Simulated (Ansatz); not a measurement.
# H₂MgOS: one structure at several levels

The task here is to estimate one member of a computed series from the others.

Program: Ansatz 0.2.0, Gaussian basis. Level of theory: single points in def2-TZVPP. These are calculated values, not measurements.

Correlated methods freeze the cores. The outer core shell of Li, Na, Mg and K is correlated.

### The system as given

5 atoms, charge 0, spin multiplicity 1.

Atoms are counted from 1 here; the program's logs count them from 0.

Bond lengths: O1–Mg2 1.578 Å, O1–H4 1.063 Å, Mg2–S3 2.392 Å, S3–H5 1.217 Å. Angles: Mg2–O1–H4 163.4°, O1–Mg2–S3 135.5°, Mg2–S3–H5 83.4°.

As a file:

```xyz
5
H2MgOS
O    -1.02590   -1.10750    0.10880
Mg   -0.68810    0.36470   -0.34710
S     1.18270    1.83700   -0.11100
H    -1.23200   -2.15040    0.11410
H     1.74500    0.83330    0.28570
```

Set-up of the first run:

The input, run/in.yaml:

```yaml
crystal:
  periodic: [false, false, false]
  atoms:
    - {symbol: O, position_ang: [-1.025900, -1.107500, 0.108800]}
    - {symbol: Mg, position_ang: [-0.688100, 0.364700, -0.347100]}
    - {symbol: S, position_ang: [1.182700, 1.837000, -0.111000]}
    - {symbol: H, position_ang: [-1.232000, -2.150400, 0.114100]}
    - {symbol: H, position_ang: [1.745000, 0.833300, 0.285700]}
basis:
  gaussian: {orbitals: def2-TZVPP}
correlation: {method: ccsd_t}
output: {forces: true}
```

No record of the launch command was kept for these runs.

Steps of the session up to this table: CCSD(T)/def2-TZVPP; PBE0-D4/def2-TZVPP; wB97M-V/def2-TZVPP; r2SCAN-D4/def2-TZVPP; PBE-D4/def2-TZVPP; wB97X-V/def2-TZVPP; HSE06-D4/def2-TZVPP.

One of the session's tables, all rows but one given; the rest of the session is left out.

```
   method  RMS force component (eV/Å)  angle to CCSD(T) forces (°)  dipole (D)
  CCSD(T)                       3.999                    reference        4.23
  PBE0-D4                       4.016                          0.7        4.10
  wB97M-V                       4.023                          0.4        4.16
r2SCAN-D4                           ?                            ?           ?
   PBE-D4                       3.981                          2.9        3.79
  wB97X-V                       4.061                          0.5        4.30
 HSE06-D4                       4.016                          0.7        4.09
```

Estimate the missing values for r2SCAN-D4.

The run gave: RMS force component (eV/Å): 3.996; angle to CCSD(T) forces (°): 0.7; dipole (D): 4.12. In the column «RMS force component (eV/Å)» it lies between PBE-D4 (3.981) and CCSD(T) (3.999).
